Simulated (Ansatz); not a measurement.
System: litharge SnO. Method: r²SCAN-D4 (Ansatz, a first-principles code, plane waves, PAW).

Settings: plane-wave cutoff 600 eV, 20×20×16 k mesh (along the axes of the cell as run), scalar-relativistic PAW data made under PBE.

Computed at the level's own relaxed cell.

Elastic tensor (GPa, Voigt notation, ions relaxed):

```
  109.2    95.9    14.1     0.0     0.0     0.0
   95.9   109.2    14.1     0.0     0.0     0.0
   14.1    14.1    35.4     0.0     0.0     0.0
    0.0     0.0     0.0    30.0     0.0     0.0
    0.0     0.0     0.0     0.0    30.0     0.0
    0.0     0.0     0.0     0.0     0.0    92.2
```

Work out the Voigt, Reuss and Hill averages of the bulk and shear moduli, Young's modulus and Poisson's ratio from the printed constants.

K_V = [C11 + C22 + C33 + 2(C12 + C13 + C23)]/9 = [253.8 + 2 × 124.1]/9 = 55.8 GPa. G_V = [253.8 − 124.1 + 3 × 152.2]/15 = 39.1 GPa. From the compliances S = C⁻¹, K_R = 31.3 and G_R = 18.1 GPa. Hill means: K = 43.5, G = 28.6 GPa. E = 9KG/(3K + G) = 70 GPa, ν = (3K − 2G)/(6K + 2G) = 0.23, K/G = 1.52.

Note: the dispersion coefficients are held fixed in the derivatives.

The computed numbers hold no vibrational or temperature effects.
